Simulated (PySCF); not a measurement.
**The first ionisation energy along the alkaline earths**

Calculated with PySCF 2.14 from differences of total energies of unrestricted determinants, without spin-orbit coupling. Values in eV. The last column holds reference values (NIST; (s) semi-empirical, (t) theoretical, else measured). Unmarked ones compare directly (S terms, centres of terms, or small fine structure); those marked * lie between the lowest fine-structure levels and include a spin-orbit shift.

```
                         element       configurations    UHF  SCS-MP2 (valence)  MP2 (valence and next inner shell)  SCS-MP2 (valence and next inner shell)  CCSD (valence)  CCSD(T) (valence)  reference
Be (x2c-TZVPPall, spin-free X2C)  [He] 2s2 → [He] 2s1  8.043              8.895                               8.772                                   8.910           9.270              9.270      9.323
Mg (x2c-TZVPPall, spin-free X2C)  [Ne] 3s2 → [Ne] 3s1  6.621              7.329                               7.307                                   7.403           7.510              7.510      7.646
Ca (x2c-TZVPPall, spin-free X2C)  [Ar] 4s2 → [Ar] 4s1  5.139              5.742                               5.885                                   5.934           5.906              5.906      6.113
Sr (x2c-TZVPPall, spin-free X2C)  [Kr] 5s2 → [Kr] 5s1  4.746              5.345                               5.564                                   5.599           5.444              5.444      5.695
Ba (x2c-TZVPPall, spin-free X2C)  [Xe] 6s2 → [Xe] 6s1  4.272              4.828                               5.068                                   5.092           4.919              4.919      5.212
```

Which of these methods has the smallest mean absolute error against the measured values here?

CCSD (valence), with 0.188 eV.

```tsv
method	elements	mean error (eV)	mean absolute error (eV)	largest error (eV)
UHF	5	-1.034	1.034	-1.280
SCS-MP2 (valence)	5	-0.370	0.370	-0.428
MP2 (valence and next inner shell)	5	-0.279	0.279	-0.551
SCS-MP2 (valence and next inner shell)	5	-0.210	0.210	-0.413
CCSD (valence)	5	-0.188	0.188	-0.292
CCSD(T) (valence)	5	-0.188	0.188	-0.292
```

Errors include the incompleteness of the basis and the frozen core.

"Valence" correlates the outer s and p shells and, in groups 3 to 12 and the f block, the outer d or f shell, open or full, or the next shell where the ion has no valence electron left; the wider scheme adds the next inner shell.
